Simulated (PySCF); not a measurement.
acetic acid cation (C2H4O2), SMILES OC(C)=O (connectivity only; charge and spin as stated), charge +1, multiplicity 2. Atoms are numbered in the order given.

```xyz
8

C      0.3124     1.3488     0.0000
C     -0.0507    -0.0878     0.0000
O      0.8525    -0.9895     0.0000
O     -1.2730    -0.3481     0.0000
H     -0.5695     2.0047     0.0000
H      0.9191     1.5214     0.9072
H      0.9191     1.5214    -0.9072
H      0.5261    -1.9131     0.0000
```
Charge +1, spin multiplicity 2.

The structure is a stationary point at PBE0-D3(BJ)/def2-SVP. The spin state was assumed, not searched. The values are those of a single conformer.

All values below come from B3LYP/pcH-1 in PySCF.

Unrestricted Kohn–Sham, ⟨S²⟩ = 0.754. Hyperfine tensors hold the contact and dipolar terms, without spin-orbit corrections.

Computed hyperfine couplings:
| nucleus | A(iso) (MHz) | A(iso) (G) | dipolar principal values (MHz) |
|---|---|---|---|
| 13C no. 1 | 19.2 | 6.9 | -13.7, -12.4, 26.1 |
| 13C no. 2 | -26.6 | -9.5 | -12.8, -0.3, 13.1 |
| 17O no. 3 | 3.6 | 1.3 | -25.4, 10.1, 15.4 |
| 17O no. 4 | -49.9 | -17.8 | -266.5, 125.6, 140.8 |
| 1H no. 5 | 23.3 | 8.3 | -10.0, -4.0, 14.0 |
| 1H no. 6 | 37.9 | 13.5 | -7.0, -1.3, 8.3 |
| 1H no. 7 | 37.9 | 13.5 | -7.0, -1.3, 8.3 |
| 1H no. 8 | -6.2 | -2.2 | -9.5, -1.2, 10.7 |

Problem. And the g tensor (effective nuclear charges for spin-orbit coupling, GIAO)? (Estimate from the structure and the level; the computed values follow.)

Solution. principal values 2.0028, 2.0073, 2.0114; isotropic 2.0071.
